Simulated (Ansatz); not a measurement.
# BFH₃Si radical (SMILES [BH][SiH2]F): one structure at several levels

The task here is to estimate one member of a computed series from the others.

Computed with Ansatz 0.2.0, Gaussian basis. Level: single points in def2-TZVPP.

Correlated methods freeze the cores. Orbitals are unrestricted.

## The starting structure

SMILES `[BH][SiH2]F`, 6 atoms, charge 0, spin multiplicity 2.

Atoms are counted from 1 here; the program's logs count them from 0.

Bond lengths: B1–Si2 2.024 Å, B1–H4 1.166 Å, Si2–F3 1.610 Å, Si2–H5 1.512 Å, Si2–H6 1.514 Å. Angles: Si2–B1–H4 141.5°, B1–Si2–F3 114.0°, B1–Si2–H5 103.8°, B1–Si2–H6 106.2°, F3–Si2–H5 110.1°, F3–Si2–H6 107.8°, H5–Si2–H6 115.0°.

Coordinates:

```
B    -1.2832    0.2266   -0.7327
Si    0.4832    0.0962    0.2472
F     0.9001   -1.4056    0.6492
H    -2.2324   -0.3997   -0.9893
H     1.4829    0.6677   -0.7327
H     0.3165    0.8876    1.5276
```

Set-up of the first run:

Input file run/in.yaml:

```yaml
crystal:
  periodic: [false, false, false]
  atoms:
    - {symbol: B, position_ang: [-1.283242, 0.226647, -0.732696]}
    - {symbol: Si, position_ang: [0.483195, 0.096178, 0.247239]}
    - {symbol: F, position_ang: [0.900057, -1.405570, 0.649211]}
    - {symbol: H, position_ang: [-2.232367, -0.399677, -0.989325]}
    - {symbol: H, position_ang: [1.482926, 0.667673, -0.732654]}
    - {symbol: H, position_ang: [0.316519, 0.887646, 1.527639]}
basis:
  gaussian: {orbitals: def2-TZVPP}
magnetization: {spin_polarized: true, initial_magnetization: 1}
hamiltonian: {xc: pbe, dispersion: d4}
output: {forces: true}
```

On the command line:

```bash
$ ansatz run in.yaml --threads 2 --pin off --events-out ev --progress --plain --max-ram 3481MiB
```

Steps of the session up to this table: PBE-D4/def2-TZVPP; r2SCAN-D4/def2-TZVPP; PBE0-D4/def2-TZVPP; wB97M-V/def2-TZVPP; CCSD(T)/def2-TZVPP.

One table of the session follows, with a row left open; its other results are not shown here.

| method | RMS force component (eV/Å) | angle to CCSD(T) forces (°) | dipole (D) |
| --- | --- | --- | --- |
| PBE-D4 | 0.532 | 26.2 | 0.84 |
| r2SCAN-D4 | ? | ? | ? |
| PBE0-D4 | 0.462 | 9.4 | 0.95 |
| wB97M-V | 0.475 | 11.2 | 0.91 |
| CCSD(T) | 0.430 | reference | 0.88 |

**Question.** Estimate the row for r2SCAN-D4.

As computed: RMS force component (eV/Å): 0.469; angle to CCSD(T) forces (°): 10.0; dipole (D): 0.90. In the column «RMS force component (eV/Å)» it lies between PBE0-D4 (0.462) and wB97M-V (0.475).

Caveats from the session: The reference is not at the basis limit: in triple zeta CCSD(T) underbinds, which counts against methods that bind more; the gaps are no ranking.
